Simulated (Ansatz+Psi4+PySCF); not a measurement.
**triplet CH₂O: levels of theory in one basis**

```yaml
atoms:
  - { symbol: C, position_ang: [0.0180, 0.0232, -0.0058] }
  - { symbol: H, position_ang: [0.9308, 0.0268, -0.5466] }
  - { symbol: H, position_ang: [-0.9229, -0.0019, -0.5309] }
  - { symbol: O, position_ang: [0.0094, -0.0104, 1.3365] }
```

Basis set: cc-pVTZ (spherical functions). Frozen core: 2 orbitals. Correlation on ROHF uses semicanonical orbitals with singles. Charge 0, multiplicity 3.

Computed with Ansatz (development build ahead of 0.2.0) and Psi4 1.11; each method stands on the lowest determinant of its kind that the runs found.

```csv
method,E − E(ROHF) (eV),<S²> of the determinant
ROHF,0.00,2.00
UHF,-0.27,2.02
ROHF-MP2,-9.45,–
UHF-MP2,-9.41,2.02
```

Caution: another spin multiplicity may lie lower.
